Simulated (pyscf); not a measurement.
PySCF, gas phase, ωB97X-D3(BJ)/def2-SVP geometries. Correlated levels are frozen-core, on RHF or UHF. ΔMP2 is the change of the MP2 total energy from the triple- to the quadruple-zeta basis.

List the bond dissociation enthalpies at 298 K of H₃Si–Cl from CCSD(T)/def2-TZVPP + ΔMP2(QZVPP), from the weakest bond up.

H–Si to •H₂Si–Cl + H•: 91.9 kcal/mol; Cl–Si to SiH₃• + Cl•: 108.1 kcal/mol. Ring and multiple bonds, and those that leave no two simple radicals, are not listed. The CCSD(T) − MP2 part came from Ansatz, without density fitting, on the same reference. Left out: the spin-orbit lowering of Cl.
